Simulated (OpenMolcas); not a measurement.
**A workflow on NH3 (SMILES N)**

Aim: a single-point energy (UHF/STO-3G), then a single-point energy (CASSCF(2,2)/STO-3G), then the energy (CASPT2(2,2)/STO-3G), then a single-point energy (SC-NEVPT2(2,2)/STO-3G), then the energy (MRCI(2,2)/STO-3G) of NH3. 

The results are computed with OpenMolcas 26.06.

**1. Starting point**

The species is NH3 (4 atoms), meant as a singlet with charge 0. As SMILES, `N`. The N1–H3 distance was set to 1.519 Å, away from the relaxed value. At this shape a bond of the SMILES string is far longer than usual.

Bond lengths: N1–H2 1.013 Å, N1–H4 1.013 Å. Angles: H2–N1–H4 107.7°. A long bond or contact: N1–H3 1.519 Å.

**2. The energy at UHF/STO-3G (run 1)**

File step1.input:

```
&GATEWAY
  BasLib = $CurrDir
  Coord
  4
  angstrom
  N        0.343727       0.514546       0.221261
  H        0.903817      -0.028754       0.866581
  H       -0.891960      -0.300620      -0.118350
  H        0.880077       0.629966      -0.629889
  Basis = STO-3G
  Group = NoSym

&SEWARD

&SCF
  UHF
  Scramble = 0.25
  PrOrbitals = 1 1
```

The basis set STO-3G is read from a file made from the Basis Set Exchange's data (not shown).

Command:

```sh
$ export MOLCAS_MEM=1860
$ pymolcas step1.input > step1.log
```

Log:

```text
--- Start Module: gateway ---
[...]
--- Stop Module: gateway /rc=_RC_ALL_IS_WELL_ ---
--- Start Module: seward ---
[...]
      Basis functions            8
--- Stop Module: seward /rc=_RC_ALL_IS_WELL_ ---
--- Start Module: scf ---
[...]
       Convergence after  17 Iterations
[...]
::    Total SCF energy                                -55.3384596450
[...]
      Total spin, S                                     0.2624296936
[...]
      Total electronic charge=   10.000000
      Total            charge=   -0.000000
[...]
      Dipole Moment (debye):
      Origin of the operator (angstrom)=    0.3355    0.4410    0.1890
                   X=  9.1813E-01               Y= -1.2887E+00               Z= -5.8196E-01           Total=  1.6860E+00
      Quadrupole Moment (debye*angstrom):
[...]
--- Stop Module: scf /rc=_RC_ALL_IS_WELL_ ---
[...]
```

Run time: 1.9 s. Hardware: 1 thread of Intel Xeon Platinum 8375C at 2.90GHz (Ice Lake), shared host; peak memory 0.37 GiB.

**3. The energy at CASSCF(2,2)/STO-3G (run 2)**

File step2.input:

```
>>> EXPORT MOLCAS_PRINT=2

&GATEWAY
  BasLib = $CurrDir
  Coord
  4
  angstrom
  N        0.343727       0.514546       0.221261
  H        0.903817      -0.028754       0.866581
  H       -0.891960      -0.300620      -0.118350
  H        0.880077       0.629966      -0.629889
  Basis = STO-3G
  Group = NoSym

&SEWARD

&RASSCF
  FileOrb = $CurrDir/step1.UnaOrb
  Spin = 1
  Nactel = 2 0 0
  Inactive = 4
  Ras2 = 2
  OrbListing = Nothing
  OrbAppear = Compact
```

The basis set STO-3G is read from a file made from the Basis Set Exchange's data (not shown).

Command:

```sh
$ export MOLCAS_MEM=1860
$ pymolcas step2.input > step2.log
```

Log:

```text
--- Start Module: gateway ---
[...]
--- Stop Module: gateway /rc=_RC_ALL_IS_WELL_ ---
--- Start Module: seward ---
[...]
      Basis functions            8
--- Stop Module: seward /rc=_RC_ALL_IS_WELL_ ---
--- Start Module: rasscf ---
[...]
      Number of active orbitals                  2
[...]
      Spin quantum number                      0.0
[...]
      Active orbitals                            2
[...]
      Number of CSFs                             3
[...]
      Number of root(s) required                 1
[...]
      Convergence after 10 iterations
[...]
      printout of CI-coefficients larger than  0.05 for root  1
      energy=     -55.387787
      conf/sym  11     Coeff  Weight
             1  20   0.96585 0.93287
             3  02  -0.25910 0.06713
      Natural orbitals and occupation numbers for root  1
      sym 1:   1.865737   0.134263
      ************************************************************************************************************************
      *                                                    Final results                                                     *
[...]
::    RASSCF root number  1 Total energy:    -55.38778658
[...]
      Total electronic charge=   10.000000
      Total            charge=   -0.000000
[...]
      Dipole Moment (debye):
      Origin of the operator (angstrom)=    0.3355    0.4410    0.1890
                   X=  8.9525E-01               Y= -1.3135E+00               Z= -5.9249E-01           Total=  1.6964E+00
      Quadrupole Moment (debye*angstrom):
[...]
--- Stop Module: rasscf /rc=_RC_ALL_IS_WELL_ ---
[...]
```

It took 1.9 s on 1 thread of Intel Xeon Platinum 8375C at 2.90GHz (Ice Lake), shared host; peak memory 0.37 GiB.

**4. A single-point energy at CASPT2(2,2)/STO-3G (run 3)**

File step3.inp:

```
&GATEWAY
 BasLib = $CurrDir
 Coord
 4
 angstrom
 N        0.343727       0.514546       0.221261
 H        0.903817      -0.028754       0.866581
 H       -0.891960      -0.300620      -0.118350
 H        0.880077       0.629966      -0.629889
 Basis = STO-3G
 Group = NoSym

&SEWARD

&RASSCF
 FileOrb = $CurrDir/step2.RasOrb
 Spin = 1
 Nactel = 2 0 0
 Inactive = 4
 Ras2 = 2
 OrbListing = Nothing
 OrbAppear = Compact

&CASPT2
 Imaginary = 0.1
 Frozen = 1
```

The basis set STO-3G is read from a file made from the Basis Set Exchange's data (not shown).

Command:

```sh
$ export MOLCAS_MEM=1860
$ pymolcas step3.inp > step3.log
```

Log:

```text
--- Start Module: gateway ---
[...]
--- Stop Module: gateway /rc=_RC_ALL_IS_WELL_ ---
[...]
      Basis functions            8
[...]
--- Start Module: rasscf ---
[...]
      Number of active orbitals                  2
[...]
      Spin quantum number                      0.0
[...]
      Active orbitals                            2
[...]
      Number of CSFs                             3
[...]
      Number of root(s) required                 1
[...]
      Convergence after  4 iterations
[...]
      printout of CI-coefficients larger than  0.05 for root  1
      energy=     -55.387787
      conf/sym  11     Coeff  Weight
             1  20   0.96585 0.93287
             3  02  -0.25910 0.06713
      Natural orbitals and occupation numbers for root  1
      sym 1:   1.865737   0.134263
      ************************************************************************************************************************
      *                                                    Final results                                                     *
[...]
::    RASSCF root number  1 Total energy:    -55.38778658
[...]
      Total electronic charge=   10.000000
      Total            charge=   -0.000000
[...]
      Dipole Moment (debye):
      Origin of the operator (angstrom)=    0.3355    0.4410    0.1890
                   X=  8.9523E-01               Y= -1.3135E+00               Z= -5.9249E-01           Total=  1.6964E+00
      Quadrupole Moment (debye*angstrom):
[...]
--- Stop Module: rasscf /rc=_RC_ALL_IS_WELL_ ---
--- Start Module: caspt2 ---
[...]
      E2 (Variational):          -0.0354653862
      Total energy:             -55.4232519640
[...]
      Reference weight:           0.98630
[...]
::    CASPT2 Root  1     Total energy:    -55.42325196
[...]
--- Stop Module: caspt2 /rc=_RC_ALL_IS_WELL_ ---
[...]
```

Wall time 1.9 s (1 thread of Intel Xeon Platinum 8375C at 2.90GHz (Ice Lake), shared host); peak memory 0.37 GiB.

**5. A single-point energy at SC-NEVPT2(2,2)/STO-3G (run 4)**

File step4.input:

```
* H3N NEVPT2

&GATEWAY
 BasLib = $CurrDir
 Coord
 4
 angstrom
 N        0.343727       0.514546       0.221261
 H        0.903817      -0.028754       0.866581
 H       -0.891960      -0.300620      -0.118350
 H        0.880077       0.629966      -0.629889
 Basis = STO-3G
 Group = NoSym

&SEWARD

&RASSCF
 FileOrb = $CurrDir/step2.RasOrb
 Spin = 1
 Nactel = 2 0 0
 Inactive = 4
 Ras2 = 2
 OrbListing = Nothing
 OrbAppear = Compact

&CASPT2
 SC-NEVPT2
 Frozen = 1
```

The basis set STO-3G is read from a file made from the Basis Set Exchange's data (not shown).

Command:

```sh
$ export MOLCAS_MEM=1860
$ pymolcas step4.input > step4.log
```

Log:

```text
--- Start Module: gateway ---
[...]
--- Stop Module: gateway /rc=_RC_ALL_IS_WELL_ ---
[...]
      Basis functions            8
[...]
--- Start Module: rasscf ---
[...]
      Number of active orbitals                  2
[...]
      Spin quantum number                      0.0
[...]
      Active orbitals                            2
[...]
      Number of CSFs                             3
[...]
      Number of root(s) required                 1
[...]
      Convergence after  4 iterations
[...]
      printout of CI-coefficients larger than  0.05 for root  1
      energy=     -55.387787
      conf/sym  11     Coeff  Weight
             1  20   0.96585 0.93287
             3  02  -0.25910 0.06713
      Natural orbitals and occupation numbers for root  1
      sym 1:   1.865737   0.134263
      ************************************************************************************************************************
      *                                                    Final results                                                     *
[...]
::    RASSCF root number  1 Total energy:    -55.38778658
[...]
      Total electronic charge=   10.000000
      Total            charge=   -0.000000
[...]
      Dipole Moment (debye):
      Origin of the operator (angstrom)=    0.3355    0.4410    0.1890
                   X=  8.9523E-01               Y= -1.3135E+00               Z= -5.9249E-01           Total=  1.6964E+00
      Quadrupole Moment (debye*angstrom):
[...]
--- Stop Module: rasscf /rc=_RC_ALL_IS_WELL_ ---
--- Start Module: caspt2 ---
[...]
      E2 (Variational):          -0.0357474559
[...]
      E2 (Variational):          -0.0357023331
      Total energy:             -55.4234889108
[...]
      Reference weight:           0.98601
[...]
::    SC-NEVPT2 Root  1     Total energy:    -55.42348891
[...]
--- Stop Module: caspt2 /rc=_RC_ALL_IS_WELL_ ---
[...]
```

Run time: 1.9 s. Hardware: 1 thread of Intel Xeon Platinum 8375C at 2.90GHz (Ice Lake), shared host; peak memory 0.37 GiB.

**6. A single-point energy at MRCI(2,2)/STO-3G (run 5)**

File step5.input:

```
>>> EXPORT MOLCAS_PRINT=2

&GATEWAY
 BasLib = $CurrDir
 Coord
 4
 angstrom
 N        0.343727       0.514546       0.221261
 H        0.903817      -0.028754       0.866581
 H       -0.891960      -0.300620      -0.118350
 H        0.880077       0.629966      -0.629889
 Basis = STO-3G
 Group = NoSym

&SEWARD

&RASSCF
 FileOrb = $CurrDir/step2.RasOrb
 Spin = 1
 Nactel = 2 0 0
 Inactive = 4
 Ras2 = 2
 OrbListing = Nothing
 OrbAppear = Compact

&MOTRA
 LumOrb
 Frozen = 1

&GUGA
 Electrons = 8
 Spin = 1
 Inactive = 3
 Active = 2
 CIAll = 1

&MRCI
 SDCI
```

The basis set STO-3G is read from a file made from the Basis Set Exchange's data (not shown).

Command:

```sh
$ export MOLCAS_MEM=1860
$ pymolcas step5.input > step5.log
```

Log:

```text
--- Start Module: gateway ---
[...]
--- Stop Module: gateway /rc=_RC_ALL_IS_WELL_ ---
[...]
      Basis functions            8
[...]
      Number of active orbitals                  2
[...]
      Spin quantum number                      0.0
[...]
      Active orbitals                            2
[...]
      Number of CSFs                             3
[...]
      Number of root(s) required                 1
[...]
      Convergence after  4 iterations
[...]
      printout of CI-coefficients larger than  0.05 for root  1
      energy=     -55.387787
      conf/sym  11     Coeff  Weight
             1  20   0.96585 0.93287
             3  02  -0.25910 0.06713
      Natural orbitals and occupation numbers for root  1
      sym 1:   1.865737   0.134263
      ************************************************************************************************************************
      *                                                    Final results                                                     *
[...]
::    RASSCF root number  1 Total energy:    -55.38778658
[...]
      Dipole Moment (debye):
      Origin of the operator (angstrom)=    0.3355    0.4410    0.1890
                   X=  8.9523E-01               Y= -1.3135E+00               Z= -5.9249E-01           Total=  1.6964E+00
      Quadrupole Moment (debye*angstrom):
[...]
--- Start Module: guga ---
[...]
--- Stop Module: guga /rc=_RC_ALL_IS_WELL_ ---
[...]
       (But an ACPF correction will be computed)
       USE THE DEFAULT ACPF G-VALUE GFAC=  0.25000000000000000
[...]
                      CI ENERGY:   -55.43624142
[...]
                ACPF CORRECTION:    -0.00097837
[...]
      Total electronic charge=   10.000000
      Total            charge=   -0.000000
[...]
     ACPF CORRECTION:     -0.00097837
[...]
  CI State   1     Total energy:    -55.43624142     QDav:     -0.00131333     QACPF:     -0.00097837
[...]
```

It took 2 s on 1 thread of Intel Xeon Platinum 8375C at 2.90GHz (Ice Lake), shared host; peak memory 0.37 GiB.

**7. Summary of results**

| quantity | value |
| --- | --- |
| run 1, UHF/STO-3G: total energy | -55.33846 Eh |
| run 1, UHF/STO-3G: dipole moment | 1.69 D |
| run 1, UHF/STO-3G: HOMO energy | -8.72 eV |
| run 1, UHF/STO-3G: LUMO energy | 9.39 eV |
| run 1, UHF/STO-3G: HOMO–LUMO gap | 18.10 eV |
| run 1, UHF/STO-3G: ⟨S²⟩ | 0.331 |
| run 2, CASSCF(2,2)/STO-3G: total energy | -55.38779 Eh |
| run 2, CASSCF(2,2)/STO-3G: dipole moment (CASSCF density) | 1.70 D |
| run 3, CASPT2(2,2)/STO-3G: total energy | -55.42325 Eh |
| run 3, CASPT2(2,2)/STO-3G: dipole moment (CASSCF density) | 1.70 D |
| run 4, SC-NEVPT2(2,2)/STO-3G: total energy | -55.42349 Eh |
| run 4, SC-NEVPT2(2,2)/STO-3G: dipole moment (CASSCF density) | 1.70 D |
| run 5, MRCI(2,2)/STO-3G: total energy | -55.43624 Eh |
| run 5, MRCI(2,2)/STO-3G: dipole moment (CASSCF density) | 1.70 D |

⟨S²⟩ (run 1, UHF/STO-3G) is 0.33 where a pure singlet has 0.00: the reference is spin-contaminated. Mulliken charges (run 1, UHF/STO-3G) run from -0.35 on N1 to +0.15 on H2; they depend strongly on the basis. Mulliken charges (run 4, SC-NEVPT2(2,2)/STO-3G) of the CASSCF density run from -0.35 on N1 to +0.16 on H2; they depend strongly on the basis.
